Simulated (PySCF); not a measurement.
wavenumber (cm⁻¹), absorption (km/mol per cm⁻¹) and a bar:
```
        0      0.007 
       18      0.007 
       36      0.008 
       54      0.008 
       71      0.009 
       89      0.009 
      107      0.010 
      125      0.010 
      143      0.011 
      161      0.011 
      178      0.012 
      196      0.013 
      214      0.013 
      232      0.014 
      250      0.015 
      268      0.016 
      286      0.017 
      303      0.019 
      321      0.020 
      339      0.022 
      357      0.025 
      375      0.027 
      393      0.030 
      410      0.033 
      428      0.038 
      446      0.044 
      464      0.054 
      482      0.071 
      500      0.108 
      518      0.220 
      535      0.404 
      553      0.780 #
      571      0.289 
      589      0.167 
      607      0.156 
      625      0.222 
      642      0.416 #
      660      0.245 
      678      0.210 
      696      0.234 
      714      0.288 
      732      0.379 
      750      0.530 #
      767      0.803 #
      785      1.366 ##
      803      2.811 ###
      821      8.104 ##########
      839     24.244 ##############################
      857      9.021 ###########
      874      3.528 ####
      892      3.441 ####
      910      4.010 #####
      928      1.407 ##
      946      0.701 #
      964      0.439 #
      982      0.308 
      999      0.230 
     1017      0.180 
     1035      0.145 
     1053      0.119
```

This is the computed harmonic infrared spectrum of doublet SF₅, Lorentzian lines of 26 cm⁻¹ full width. These are results of UPBE0 in PySCF with S def2-TZVP, F def2-TZVP; no relativity; density-fitted integrals, not measurements.

Which bands make it up, and how are they assigned?

In C4v symmetry, counting bands above 1 % of the strongest: 551 cm⁻¹ (a1, bend, 30 km/mol); 642 cm⁻¹ (a1, stretch, 12 km/mol); 839 cm⁻¹ (e, mixed, 986 km/mol); 904 cm⁻¹ (a1, mixed, 157 km/mol).

Only a few start shapes were tried, so a lower isomer may exist.
